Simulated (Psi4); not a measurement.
# A workflow on NSF3 (thiazyl trifluoride)

Aim: a structure relaxation (singlet NSF3, wB97X-D/def2-TZVP), then a single-point energy (doublet [NSF3]+, U-wB97X-D/def2-TZVP), then a geometry optimisation (doublet [NSF3]+, U-wB97X-D/def2-TZVP), then the energy (singlet NSF3, wB97X-D/def2-TZVP) of F3NS. 

The results are computed with Psi4 1.11.

### 1 The molecule

NSF3 has 5 atoms, charge 0, and is taken as a singlet. SMILES: `N#S(F)(F)F`. All atoms were displaced at random from a relaxed shape. The run starts from this shape.

Bond lengths: N1–S2 1.422 Å, S2–F3 1.507 Å, S2–F4 1.481 Å, S2–F5 1.539 Å. Angles: N1–S2–F3 124.4°, N1–S2–F4 121.2°, N1–S2–F5 123.8°, F3–S2–F4 94.2°, F3–S2–F5 93.5°, F4–S2–F5 91.1°.

### 2 A structure relaxation at wB97X-D/def2-TZVP (density fitting) (run 1)

input.inp reads:

```
memory 1600 mb

molecule {
  0 1
  N     -0.365134    -0.007588     1.595881
  S     -0.033304     0.019330     0.213642
  F      1.000755    -0.868063    -0.430041
  F     -1.057093    -0.234486    -0.825470
  F      0.449743     1.279577    -0.526473
}

set globals {
  reference rks
}

energy_value, wavefunction = optimize('wb97x-d/def2-TZVP', return_wfn=True)
print_variables()
```

Started as:

```console
$ psi4 input.inp input.out -n 1
```

input.out:

```text
[...]
  Running in c1 symmetry.
[...]
  Nuclear repulsion =  290.802659008269757
[...]
  Multiplicity = 1
[...]
  Nalpha       = 25
  Nbeta        = 25
[...]
    Number of basis functions: 161
[...]
   @DF-RKS iter   1:  -752.06318320349430    7.99145e-01   6.01266e-03 ADIIS/DIIS
[...]
   @DF-RKS iter   7:  -752.42958554689903    0.00000e+00   2.16449e-09 DIIS
[...]
    Orbital Energies [Eh]
    ---------------------
    Doubly Occupied:
       1A    -89.313406     2A    -24.907100     3A    -24.907090
       4A    -24.907055     5A    -14.461589     6A     -8.314030
       7A     -6.262073     8A     -6.262071     9A     -6.259136
      10A     -1.480270    11A     -1.394563    12A     -1.394511
      13A     -1.075558    14A     -0.844504    15A     -0.742395
      16A     -0.742374    17A     -0.660885    18A     -0.639623
      19A     -0.639618    20A     -0.590671    21A     -0.590643
      22A     -0.574833    23A     -0.488638    24A     -0.425310
      25A     -0.425293
[...]
  @DF-RKS Final Energy:  -752.42958554689903
   => Energetics <=
    Nuclear Repulsion Energy =            284.5502181431772897
    One-Electron Energy =               -1605.8083157368423599
    Two-Electron Energy =                 614.8219641281701797
    DFT Exchange-Correlation Energy =     -45.9928566391317020
    Empirical Dispersion Energy =          -0.0005954422724488
    VV10 Nonlocal Energy =                  0.0000000000000000
    Total Energy =                       -752.4295855468990339
[...]
 Multipole Moments:
 ------------------------------------------------------------------------------------
     Multipole            Electronic (a.u.)      Nuclear  (a.u.)        Total (a.u.)
 ------------------------------------------------------------------------------------
 L = 1.  Multiply by 2.5417464519 to convert [e a0] to [Debye]
 Dipole X            :          0.5111255           -0.3327549            0.1783706
 Dipole Y            :          0.0497718           -0.0322633            0.0175085
 Dipole Z            :         -2.4022018            1.5634202           -0.8387817
 Magnitude           :                                                    0.8577163
[...]
  -Total Gradient:
     Atom            X                  Y                   Z
    ------   -----------------  -----------------  -----------------
       1        0.000013102656    -0.000012768890    -0.000211110891
       2        0.000005004637     0.000020881378    -0.000144187417
       3       -0.000074377056     0.000106488685    -0.000122555477
       4       -0.000076383916     0.000155960713    -0.000258564836
       5        0.000084161917    -0.000089163781    -0.000151703958
[...]
    Final optimized geometry and variables:
    Molecular point group: c1
    Full point group: C1
    Geometry (in Angstrom), charge = 0, multiplicity = 1:
    N           -0.349177841287    -0.033950722823     1.640097717505
    S           -0.056371726155    -0.005424925238     0.265065532993
    F            1.013000338283    -0.928583079996    -0.380608460037
    F           -1.123542149617    -0.307955177869    -0.822060915599
    F            0.462775835202     1.270691685101    -0.452264648563
  Variable Map:
  ----------------------------------------------------------------------------
  "CURRENT ENERGY"                       =>    -752.429585546899
  "CURRENT REFERENCE ENERGY"             =>    -752.429585546899
  "DD SOLVATION ENERGY"                  =>       0.000000000000
[...]
```

On the terminal:

```text
Optimizer: Optimization complete!
```

It took 1.7 min on 1 thread of AMD EPYC 7B13 (Zen 3), shared host; peak memory 0.94 GiB.

Step by step:

```tsv
step	energy from the first frame kept (eV)	largest force (eV/Å)
0	0.0000	3.8373
1	-0.1622	1.6530
2	-0.1890	0.3590
3	-0.1912	0.1637
4	-0.1927	0.0446
5	-0.1922	0.0286
6	-0.1916	0.0288
7	-0.1923	0.0261
8	-0.1918	0.0160
```

After the run. Bond lengths: N1–S2 1.406 Å, S2–F3 1.553 Å, S2–F4 1.553 Å, S2–F5 1.553 Å. Angles: N1–S2–F3 122.5°, N1–S2–F4 122.5°, N1–S2–F5 122.5°, F3–S2–F4 93.8°, F3–S2–F5 93.8°, F4–S2–F5 93.8°.

### 3 The doublet cation: a single-point energy at U-wB97X-D/def2-TZVP (density fitting) (run 2)

f3ns.dat reads:

```
memory 1600 mb

molecule mol {
  1 2
  N     -0.336589     0.003682     1.594677
  S     -0.043783     0.032207     0.219644
  F      1.025589    -0.890951    -0.426030
  F     -1.110953    -0.270323    -0.867482
  F      0.475365     1.308324    -0.497686
}

set basis def2-TZVP
set reference uks

energy_value, wavefunction = energy("wb97x-d", return_wfn=True)
```

Started as:

```console
$ psi4 f3ns.dat f3ns.out -n 1
```

f3ns.out:

```text
[...]
  Running in c1 symmetry.
[...]
  Nuclear repulsion =  284.550203859699195
[...]
  Multiplicity = 2
[...]
  Nalpha       = 25
  Nbeta        = 24
[...]
    Number of basis functions: 161
[...]
   @DF-UKS iter   1:  -751.72660051667651    9.26691e-01   4.82793e-03 ADIIS/DIIS
[...]
   @DF-UKS iter  10:  -751.97658043014155   -2.07746e-07   8.35086e-07 DIIS
[...]
   @S^2 Observed:                7.535518414E-01
[...]
    Orbital Energies [Eh]
    ---------------------
    Alpha Occupied:
       1A    -89.640198     2A    -25.196266     3A    -25.177745
       4A    -25.177684     5A    -14.836760     6A     -8.638985
       7A     -6.589712     8A     -6.585580     9A     -6.584885
      10A     -1.752666    11A     -1.666012    12A     -1.655546
      13A     -1.445239    14A     -1.120742    15A     -1.020030
      16A     -1.007778    17A     -0.932637    18A     -0.901628
      19A     -0.898407    20A     -0.858867    21A     -0.848759
      22A     -0.832619    23A     -0.817355    24A     -0.793579
      25A     -0.755879
    Alpha Virtual:
[...]
  @DF-UKS Final Energy:  -751.97658043014155
   => Energetics <=
    Nuclear Repulsion Energy =            284.5502038596991952
    One-Electron Energy =               -1591.1485087530877536
    Two-Electron Energy =                 600.3844603410498166
    DFT Exchange-Correlation Energy =     -45.7621404352658629
    Empirical Dispersion Energy =          -0.0005954425368623
    VV10 Nonlocal Energy =                  0.0000000000000000
    Total Energy =                       -751.9765804301415528
  UHF NO Occupations:
  HONO-2 :   23  A 1.9994735
  HONO-1 :   24  A 1.9993825
[...]
 Multipole Moments:
 ------------------------------------------------------------------------------------
     Multipole            Electronic (a.u.)      Nuclear  (a.u.)        Total (a.u.)
 ------------------------------------------------------------------------------------
 L = 1.  Multiply by 2.5417464519 to convert [e a0] to [Debye]
 Dipole X            :          0.2198022           -0.3327552           -0.1129530
 Dipole Y            :          0.0148646           -0.0322634           -0.0173987
 Dipole Z            :         -1.2380365            1.5634202            0.3253837
 Magnitude           :                                                    0.3448705
[...]
```

Wall time 15 s (1 thread of AMD EPYC 7B13 (Zen 3), shared host); peak memory 0.85 GiB.

### 4 The doublet cation: a structure relaxation at U-wB97X-D/def2-TZVP (density fitting) (run 3)

calc.in reads:

```
memory 1.6 GB

molecule m {
  1 2
  N     -0.63606103     0.00695797     3.01350279
  S     -0.08273788     0.06086241     0.41506700
  F      1.93808233    -1.68365338    -0.80508002
  F     -2.09939691    -0.51083644    -1.63930340
  F      0.89830966     2.47237404    -0.94049024
  units au
  symmetry c1
}

set {
  reference uks
}

energy_value = opt("wb97x-d/def2-TZVP")
```

Started as:

```console
$ psi4 -n 1 calc.in calc.out
```

calc.out, shortened:

```text
[...]
  Running in c1 symmetry.
[...]
  Nuclear repulsion =  284.550203807018022
[...]
  Multiplicity = 2
[...]
  Nalpha       = 25
  Nbeta        = 24
[...]
    Number of basis functions: 161
[...]
   @DF-UKS iter   1:  -751.72660054052653    9.26691e-01   4.82793e-03 DIIS/ADIIS
[...]
   @DF-UKS iter  13:  -752.00649552536584   -6.18456e-11   4.21570e-09 DIIS
[...]
   @S^2 Observed:                7.535803650E-01
[...]
  @DF-UKS Final Energy:  -752.00649552536584
   => Energetics <=
    Nuclear Repulsion Energy =            288.3216094551597166
    One-Electron Energy =               -1598.3043672333565155
    Two-Electron Energy =                 603.7661488738751814
    DFT Exchange-Correlation Energy =     -45.7893070149922323
    Empirical Dispersion Energy =          -0.0005796060519577
    VV10 Nonlocal Energy =                  0.0000000000000000
    Total Energy =                       -752.0064955253658354
  UHF NO Occupations:
  HONO-2 :   23  A 1.9993323
  HONO-1 :   24  A 1.9992224
[...]
 Multipole Moments:
[...]
  -Total Gradient:
     Atom            X                  Y                   Z
    ------   -----------------  -----------------  -----------------
       1       -0.000053333508    -0.000065302552    -0.000497060255
       2       -0.000072318245    -0.000268670417     0.000034071819
       3       -0.000068701995     0.000062093983    -0.000189685237
       4        0.000038392178     0.000119339389    -0.000242411007
       5        0.000230514138    -0.000013047453    -0.000243504743
[...]
    Final optimized geometry and variables:
    Molecular point group: c1
    Full point group: C1
    Geometry (in Bohr), charge = 1, multiplicity = 2:
    N           -0.726922870162    -0.183872510876     3.065627728682
    S           -0.057401536681     0.002268777048     0.320624857947
    F            1.980130508208    -1.724338292221    -0.556799400034
    F           -2.239699958824    -0.524118319127    -1.362660113042
    F            0.891959481493     2.380164674098    -0.879683776906
    Psi4 run time: 0:09:13.84
[...]
```

Standard output:

```text
Optimizer: Optimization complete!
```

Run time: 9.3 min. Hardware: 1 thread of AMD EPYC 7B13 (Zen 3), shared host; peak memory 0.95 GiB.

Step by step:

```tsv
step	energy from the first frame kept (eV)	largest force (eV/Å)
0	0.0000	12.8550
1	-0.5903	5.9662
2	-0.8035	0.4242
3	-0.8121	0.1423
4	-0.8131	0.0517
5	-0.8133	0.0417
6	-0.8135	0.0675
7	-0.8135	0.0658
8	-0.8135	0.0768
9	-0.7909	1.5374
10	-0.8013	1.1198
11	-0.8135	0.1234
12	-0.8056	0.3368
13	-0.8114	0.1548
14	-0.7955	1.1674
15	-0.8076	0.6155
16	-0.8137	0.0540
17	-0.8139	0.0474
18	-0.8140	0.0354
19	-0.8140	0.0259
```

After the run. Bond lengths: N1–S2 1.498 Å, S2–F3 1.488 Å, S2–F4 1.485 Å, S2–F5 1.496 Å. Angles: N1–S2–F3 115.7°, N1–S2–F4 112.7°, N1–S2–F5 123.1°, F3–S2–F4 105.1°, F3–S2–F5 98.1°, F4–S2–F5 99.5°.

### 5 The energy at wB97X-D/def2-TZVP (density fitting) (run 4)

f3ns.py reads:

```python
import psi4

psi4.set_memory(1600000000)
psi4.set_num_threads(1)
psi4.set_output_file('output.dat', False)

mol = psi4.geometry("""
0 1
N
S 1 1.498417
F 2 1.487598 1 115.69487
F 2 1.484807 3 105.14431 1 -124.97594
F 2 1.496404 4 99.45213 3 101.11534
""")

psi4.set_options({
    'basis': 'def2-TZVP',
})

energy_value, wavefunction = psi4.energy('wb97x-d', molecule=mol, return_wfn=True)
print(f'total energy {energy_value:.8f} hartree = {energy_value * 27.211386:.5f} eV')
```

Started as:

```console
$ python f3ns.py
```

output.dat:

```text
[...]
  Running in c1 symmetry.
[...]
  Nuclear repulsion =  288.321641193881305
[...]
  Multiplicity = 1
[...]
  Nalpha       = 25
  Nbeta        = 25
[...]
    Number of basis functions: 161
[...]
   @DF-RKS iter   1:  -751.96895053801495    8.37221e-01   6.34533e-03 ADIIS/DIIS
[...]
   @DF-RKS iter   9:  -752.39657044655542   -1.11962e-07   9.15464e-07 DIIS
[...]
    Orbital Energies [Eh]
    ---------------------
    Doubly Occupied:
       1A    -89.318783     2A    -24.932286     3A    -24.931656
       4A    -24.930843     5A    -14.430098     6A     -8.316872
       7A     -6.265766     8A     -6.265390     9A     -6.260804
      10A     -1.524820    11A     -1.442696    12A     -1.434773
      13A     -1.014895    14A     -0.856427    15A     -0.776681
      16A     -0.772246    17A     -0.684927    18A     -0.674665
      19A     -0.668387    20A     -0.629904    21A     -0.623498
      22A     -0.604978    23A     -0.460633    24A     -0.372860
      25A     -0.364634
[...]
  @DF-RKS Final Energy:  -752.39657044655542
   => Energetics <=
    Nuclear Repulsion Energy =            288.3216411938813053
    One-Electron Energy =               -1612.7651001976305452
    Two-Electron Energy =                 618.0543505884444357
    DFT Exchange-Correlation Energy =     -46.0068824255273512
    Empirical Dispersion Energy =          -0.0005796057232355
    VV10 Nonlocal Energy =                  0.0000000000000000
    Total Energy =                       -752.3965704465554154
[...]
 Multipole Moments:
 ------------------------------------------------------------------------------------
     Multipole            Electronic (a.u.)      Nuclear  (a.u.)        Total (a.u.)
 ------------------------------------------------------------------------------------
 L = 1.  Multiply by 2.5417464519 to convert [e a0] to [Debye]
 Dipole X            :          0.0885001           -0.0378016            0.0506985
 Dipole Y            :         -0.0190466            0.0033700           -0.0156766
 Dipole Z            :          2.9487798           -1.4332471            1.5155327
 Magnitude           :                                                    1.5164615
[...]
```

On the terminal:

```text
total energy -752.39657045 hartree = -20473.75350 eV
```

It took 10 s on 1 thread of AMD EPYC 7B13 (Zen 3), shared host; peak memory 0.85 GiB.

### 6 What came out

```
                                                               quantity          value
                      run 1, wB97X-D/def2-TZVP: total energy at the end  -752.42959 Eh
                                run 1, wB97X-D/def2-TZVP: dipole moment         2.18 D
                                  run 1, wB97X-D/def2-TZVP: HOMO energy      -11.57 eV
                                  run 1, wB97X-D/def2-TZVP: LUMO energy        0.90 eV
                                run 1, wB97X-D/def2-TZVP: HOMO–LUMO gap       12.48 eV
                            run 1, wB97X-D/def2-TZVP: dispersion energy   -1.56 kJ/mol
                                    doublet cation, run 2: total energy  -751.97658 Eh
              doublet cation, run 2: HOMO energy (highest over α and β)      -20.11 eV
               doublet cation, run 2: LUMO energy (lowest over α and β)      -13.04 eV
                               doublet cation, run 2: dispersion energy   -1.56 kJ/mol
                                            doublet cation, run 2: ⟨S²⟩          0.754
                         doublet cation, run 3: total energy at the end  -752.00650 Eh
              doublet cation, run 3: HOMO energy (highest over α and β)      -18.75 eV
               doublet cation, run 3: LUMO energy (lowest over α and β)      -11.28 eV
                               doublet cation, run 3: dispersion energy   -1.52 kJ/mol
                                            doublet cation, run 3: ⟨S²⟩          0.754
                                 run 4, wB97X-D/def2-TZVP: total energy  -752.39657 Eh
                                run 4, wB97X-D/def2-TZVP: dipole moment         3.85 D
                                  run 4, wB97X-D/def2-TZVP: HOMO energy       -9.92 eV
                                  run 4, wB97X-D/def2-TZVP: LUMO energy        1.84 eV
                                run 4, wB97X-D/def2-TZVP: HOMO–LUMO gap       11.76 eV
                            run 4, wB97X-D/def2-TZVP: dispersion energy   -1.52 kJ/mol
adiabatic ionisation energy (to the doublet cation, no zero-point term)      11.513 eV
```

The adiabatic ionisation energy (to the doublet cation, no zero-point term) is 11.51 eV (1111 kJ/mol). The optimisation (run 1, wB97X-D/def2-TZVP) took 9 steps and changed the energy by -0.192 eV. The optimisation (doublet cation, run 3) took 20 steps and changed the energy by -0.814 eV.
